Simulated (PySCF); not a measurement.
# Working with the constants of BC⁻

CAM-B3LYP constants of BC⁻, ³Π (triplet), unpaired electrons σ ↑, π ↑ (basis B aug-cc-pVDZ, C aug-cc-pVDZ; no relativity; PySCF 2.14; masses 11.0093 and 12.0000 u):

| Item | Value |
| --- | --- |
| ωe | 1366.4 cm⁻¹ |
| ωexe | 10.6 cm⁻¹ |
| Be | 1.4414 cm⁻¹ |
| αe | 0.0159 cm⁻¹ |
| D (centrifugal) | 6.42e-06 cm⁻¹ |
| De to B + C⁻ | 4.98 eV |

Q: Give the vibrational terms G(v) and spacings up to v = 6.

A: G(v) = ωe(v+½) − ωexe(v+½)².

```tsv
v	G(v) (cm⁻¹)	G(v) − G(v−1)	Bv (cm⁻¹)
0	680.6		1.433
1	2025.8	1345.2	1.418
2	3349.8	1324.0	1.402
3	4652.6	1302.8	1.386
4	5934.2	1281.6	1.370
5	7194.6	1260.4	1.354
6	8433.8	1239.2	1.338
```

Q: How well does the Morse estimate ωe²/(4ωexe) reproduce De, and what is D0?

A: It gives 5.46 eV, 110 % of the computed De. D0 = De − G(0) = 4.98 − 0.08 = 4.90 eV.

For an ion De counts to the pair picked by the measured ionisation energies or electron affinities, which need not be the lowest pair at this level. The state was picked by a PBE0 search and need not be the measured ground state.
